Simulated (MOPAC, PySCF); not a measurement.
CH₅N, SMILES `CN`, neutral singlet in the gas phase. 

Z-matrix (Å, degrees):
```
C
H 1 1.0921
H 1 1.0921 2 107.16
H 1 1.1005 2 107.87 3 115.90
N 1 1.4620 2 109.18 3 -118.12
H 5 1.0140 1 110.04 2 -179.94
H 5 1.0140 6 106.24 1 -119.08
```
Charge 0, spin multiplicity 1.

All levels are single points at this geometry (r2SCAN-D4/def2-TZVP); Pople sets use spherical d functions. Orbital energies aren't observables, and empty levels follow the basis.

| level | HOMO (eV) | LUMO (eV) | gap (eV) | dipole (D) | vertical IE, Delta-SCF (eV) |
|---|---|---|---|---|---|
| PBE-D3(BJ)/def2-TZVP in PySCF | -5.30 | 0.35 | 5.64 | 1.34 | 9.50 |
| r2SCAN-D4/def2-TZVP in PySCF | -5.62 | 1.20 | 6.82 | 1.37 | 9.45 |
| B3LYP/3-21G in PySCF | -5.58 | 3.10 | 8.68 | 1.58 | – |
| B3LYP/6-31G* in PySCF | -6.17 | 2.36 | 8.54 | 1.44 | 9.44 |
| HF/6-31G* in PySCF | -10.51 | 6.20 | 16.71 | 1.57 | 8.34 |
| PM6 in MOPAC | -9.39 | 3.59 | 12.98 | 2.03 | – |
